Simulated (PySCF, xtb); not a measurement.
Bonds broken one at a time in the series B OH-H. All species are isolated molecules in the gas phase. One relaxed conformer stands for each flexible species; it need not be the lowest. Strings in code marks are SMILES.

Quantity: homolytic bond dissociation enthalpy at 298 K (no spin–orbit term), in kcal/mol. Enthalpy corrections at 298 K come from GFN2-xTB frequencies (xtb).

Level 1: PBE-D3(BJ)/def2-TZVP // PBE0-D3(BJ)/def2-TZVP (PySCF)
Level 2: M06-2X/6-31G* // PBE0-D3(BJ)/def2-TZVP (PySCF)
Level 3: PBE/6-31G* // PBE0-D3(BJ)/def2-TZVP (PySCF)
Level 4: SVWN5/6-31G* // PBE0-D3(BJ)/def2-TZVP (PySCF)

```tsv
species	level 1	level 2	level 3	level 4
O–B bond of `OBO` (H–O–B–O torsion 0°, O–B–O–H torsion 180°), giving `[BH]O` (H–B–O–H torsion 0°) and `[OH]`	149.7	153.2	152.3	175.0
B–O bond of `BO`, giving `[BH2]` and `[OH]`	153.9	155.4	156.6	179.6
O–B bond of `OB(O)O`, giving `O[B]O` (H–O–B–O torsion -180°, O–B–O–H torsion 180°) and `[OH]`	141.0	146.9	143.9	166.2
```
